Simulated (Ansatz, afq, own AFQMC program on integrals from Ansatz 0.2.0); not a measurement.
AFQMC on a folder of integrals that Ansatz 0.2.0 wrote.

```yaml
crystal:
  periodic: [false, false, false]
  atoms:
    - {symbol: Se, position_ang: [0.000000, 0.000000, 0.000000]}
basis:
  gaussian: {orbitals: aug-cc-pVTZ}
magnetization: {spin_polarized: true, initial_magnetization: 2}
correlation: {method: ccsd_t, electrons: outside_noble_gas, hamiltonian_folder: ham}
```

```sh
$ ansatz run in.yaml --threads 1 --pin off --events-out ev --progress --plain --max-ram 24576MiB --backend cuda --devices 0, --max-vram 18GiB
```

Options of the walk:

```
--method phaseless --trial cisd --walkers 4000 --populations 20 --least-time 60 --time-step 0.005 --steps-per-block 50 --equilibration-blocks 28 --max-blocks 4000 --target-error 9e-05 --factor-cut 1e-05 --start spin_pure --seed 3732 --release-times 0.24,0.5,1,1.5 --release-step 0.02 --release-every 3 --taylor-order 6
```

Times are imaginary, in 1/Eh. The walk had a cap of 136 s. With eight or more populations the least sampling time is a fifth of least-time, and the error comes from their spread. Filled inner d shells are frozen with the cores.

afq prints:

```
orbitals 45  electrons 4 2  factors 298 of 369
reference energy -2399.87255920 Eh
CCSD correlation -0.12035315 Eh in 9 cycles, weight of the determinant in the CISD state 0.9364
energy of the start -2399.992808 Eh
 block  time / (1/Eh)  mean weight  energy / Eh
     1     0.250  0.9999  -2399.992711
     2     0.500  0.9999  -2399.993621
     3     0.750  1.0000  -2399.994467
     4     1.000  1.0000  -2399.995307
     5     1.250  1.0002  -2399.995840
    10     2.500  0.9998  -2399.996781
    15     3.750  0.9998  -2399.997490
    20     5.000  1.0003  -2399.997731
    22     5.500  0.9999  -2399.997750
    25     6.250  1.0001  -2399.997326
    30     7.500  0.9997  -2399.997201
    35     8.750  1.0000  -2399.997547
    40    10.000  1.0001  -2399.997337
    45    11.250  1.0000  -2399.997561
    50    12.500  0.9998  -2399.997691
    55    13.750  1.0001  -2399.997636
    60    15.000  0.9999  -2399.997132
    65    16.250  0.9999  -2399.996877
    70    17.500  1.0000  -2399.997354
    75    18.750  0.9999  -2399.997508
    78    19.500  1.0002  -2399.997358
error from the spread of 20 populations
released: time / (1/Eh)  energy / Eh  error  mean overlap
  0.24  -2399.997545  0.000050  0.9955
  0.50  -2399.997527  0.000045  0.9946
  1.00  -2399.997593  0.000054  0.9938
  1.50  -2399.997583  0.000045  0.9945
energy -2399.997376 +/- 0.000043 Eh
(rows thinned)
```

The run passed its tests (sampling time, drift between the halves within three errors, error under three times the target), which doesn't prove that it has relaxed. The second half of the sampling lies above the first by 2.1 errors of their difference, so the energy may still be moving and its error bar be too small.

Against this walk (error 1.2 meV) on the same determinant: CCSD(T) 14.3 meV higher, CCSDT(Q) 6.5 meV lower. The error is statistical and leaves out the bias of the constraint. Released to 1.50 1/Eh the energy lies 5.6 ± 1.7 meV (both errors) below the phaseless value, which shows part or all of the bias of the constraint, and CCSDT(Q) lies 0.8 meV below the released value.

Cautions: constraint bias not in the error; no relativity below Rb; no spin-orbit coupling; inner d shell frozen.

The walk took 64 s on 1 × NVIDIA H100 80GB HBM3 with 2 threads of AMD EPYC 7R13 Processor (Zen 3), on a shared host (the card was shared). The log's last line is the phaseless energy.

CCSDT and higher add their correlation energy to the determinant of the CCSD(T) run, since their own runs factorise the integrals more tightly (a shift of under 2 meV). A walk keeps the symmetry of its determinant, which the program's search chose and which needn't be the lowest solution, so a lower state of the same spin and another symmetry isn't excluded.
